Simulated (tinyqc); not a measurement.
Worked calculation: FCI on RHF in the sto-6g basis, frozen core, for HF, spin multiplicity 1. One step of it, computed by the program tinyqc.

Task: FCI: determinants and Hamiltonian. Slater-Condon rules over spin orbitals, with the nuclear repulsion and the energy of the frozen orbital added and E(HF) subtracted on the diagonal. Only determinants linked to the reference directly or through others are kept (one block of an abelian symmetry group), so some states are absent.

one-electron integrals dressed by the frozen orbital, h + 2 (pq|11) - (p1|1q) (hartree), order 2, 3, 4, 5, 6:
```
[[-6.811692, 0.291749, 0.000000, 0.000000, 0.617509],
 [0.291749, -5.371174, 0.000000, 0.000000, 1.296688],
 [0.000000, 0.000000, -6.186835, 0.000000, 0.000000],
 [0.000000, 0.000000, 0.000000, -6.186835, 0.000000],
 [0.617509, 1.296688, 0.000000, 0.000000, -4.376160]]
```

energy of the frozen orbital, 2 h_11 + (11|11) = -76.42544801 hartree

Two-electron integrals over orbitals (pq|rs), unique and non-zero (hartree); the lowest 1 orbital is frozen and left out:
```
(22|22) 0.866603    (32|22) -0.037202   (32|32) 0.148561    (33|22) 0.729310
(33|32) -0.030109   (33|33) 0.722378    (42|42) 0.185971    (43|42) -0.035240
(43|43) 0.041142    (44|22) 0.889612    (44|32) -0.073730   (44|33) 0.719132
(44|44) 0.998085    (52|52) 0.185971    (53|52) -0.035240   (53|53) 0.041142
(54|54) 0.053789    (55|22) 0.889612    (55|32) -0.073730   (55|33) 0.719132
(55|44) 0.890506    (55|55) 0.998085    (62|22) -0.110035   (62|32) -0.062675
(62|33) -0.029561   (62|44) -0.107383   (62|55) -0.107383   (62|62) 0.093104
(63|22) -0.202651   (63|32) 0.089978    (63|33) -0.109035   (63|44) -0.220735
(63|55) -0.220735   (63|62) 0.047908    (63|63) 0.203858    (64|42) -0.035578
(64|43) -0.018957   (64|64) 0.030039    (65|52) -0.035578   (65|53) -0.018957
(65|65) 0.030039    (66|22) 0.661089    (66|32) 0.059389    (66|33) 0.663912
(66|44) 0.638502    (66|55) 0.638502    (66|62) -0.061924   (66|63) -0.017787
(66|66) 0.700495
```

nuclear repulsion = 4.43032084 hartree

Hartree-Fock energy = -99.48698841 hartree

Give: determinants; H - E(HF) between determinants.

Result:

Occupation strings over the orbitals (2 doubly, a alpha, b beta, 0 empty; spin orbitals ordered 1a 1b 2a 2b ...): 222220 22a22b 2a222b 22b22a 2b222a 222202 222022 220222 2ab222 2ba222 202222

H - E(HF) between determinants (hartree), order 222220, 22a22b, 2a222b, 22b22a, 2b222a, 222202, 222022, 220222, 2ab222, 2ba222, 202222:
```
[[0.000, 0.000, 0.000, 0.000, 0.000, 0.030, 0.030, 0.204, -0.048, 0.048, 0.093],
 [0.000, 0.555, -0.011, -0.204, -0.048, 0.019, 0.019, 0.091, 0.090, -0.032, 0.063],
 [0.000, -0.011, 1.351, -0.048, -0.093, 0.036, 0.036, -0.090, -0.185, 0.063, 0.048],
 [0.000, -0.204, -0.048, 0.555, -0.011, -0.019, -0.019, -0.091, -0.032, 0.090, -0.063],
 [0.000, -0.048, -0.093, -0.011, 1.351, -0.036, -0.036, 0.090, 0.063, -0.185, -0.048],
 [0.030, 0.019, 0.036, -0.019, -0.036, 1.089, 0.054, 0.041, 0.035, -0.035, 0.186],
 [0.030, 0.019, 0.036, -0.019, -0.036, 0.054, 1.089, 0.041, 0.035, -0.035, 0.186],
 [0.204, 0.091, -0.090, -0.091, 0.090, 0.041, 0.041, 1.206, 0.101, -0.101, 0.149],
 [-0.048, 0.090, -0.185, -0.032, 0.063, 0.035, 0.035, 0.101, 2.011, -0.149, 0.108],
 [0.048, -0.032, 0.063, 0.090, -0.185, -0.035, -0.035, -0.101, -0.149, 2.011, -0.108],
 [0.093, 0.063, 0.048, -0.063, -0.048, 0.186, 0.186, 0.149, 0.108, -0.108, 2.948]]
```
